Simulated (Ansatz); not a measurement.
## Worked example: vertical energy of the quartet above the doublet of CH3BCl (SMILES C[B]Cl)

CH3BCl has 6 atoms, charge 0, and is taken as a doublet. SMILES: `C[B]Cl`. Geometry: relaxed at PBE0-D4/def2-TZVP.

Both states at this one shape; open shells run unrestricted unless said. 1 Eh = 27.2114 eV.

```tsv
level	program	doublet CH3BCl (Eh)	quartet CH3BCl (Eh)
UPBE/aug-cc-pVDZ	Ansatz	-524.651629	-524.438708
U-r2SCAN/aug-cc-pVDZ	Ansatz	-524.871327	-524.656391
```

Task: Work out the vertical gap, second state less first, at each level.

Result: 
1. UPBE/aug-cc-pVDZ: -524.438708 − (-524.651629) = 0.212921 Eh = 5.79 eV.
2. U-r2SCAN/aug-cc-pVDZ: -524.656391 − (-524.871327) = 0.214936 Eh = 5.85 eV.

No measured value is set beside it here; the levels span 5.79 to 5.85 eV.
